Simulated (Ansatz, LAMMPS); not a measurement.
Ladder of methods for the TA phonon frequency at L of zinc-blende ZnSe

Reference value: 60 cm⁻¹ (measured, temperature not stated, no zero-point or thermal correction; as tabulated in Talwar et al. (2016), doi:10.1080/14686996.2016.1222495).

```csv
level (code),value (cm⁻¹),cell (Å³/atom),difference (%)
Stillinger–Weber CdTeZnSeHgS0.sw (LAMMPS),77,22.77,+28
LDA (Ansatz),54,21.57,-10.0
PBE (Ansatz),54,23.55,-10.0
r²SCAN (Ansatz),55,22.73,-8.3
PBE0 (Ansatz),56,23.09,-6.7
```

Leaving aside Stillinger–Weber CdTeZnSeHgS0.sw (doubt noted below): Closest of the ranked levels: PBE0 (-6.7 %). Once the reference is moved by up to 3.0 % (a margin picked here for doubts on the reference and the settings, and for temperature and zero-point motion) and values within 1.0 % count as equal, the farthest can be PBE (-10.0 %) or LDA (-10.0 %). All 4 levels lie below the reference.

The measured value isn't corrected to a static lattice, so vibrations enter the comparison.  Stillinger–Weber CdTeZnSeHgS0.sw: the potential file covers more elements than this solid holds. Each level is taken at its own relaxed cell. Cutoffs and k meshes differ between the levels. Ansatz's density-functional and Hartree–Fock values are scalar-relativistic unless marked +SOC, with PAW data made under PBE.

Empirical potentials (Stillinger–Weber CdTeZnSeHgS0.sw) are fitted to chosen data: where that held the value shown, agreement is built in, and what lay outside the fit can be far off.

Differences are worked out from the printed values.

Ansatz is a program for electronic structure.
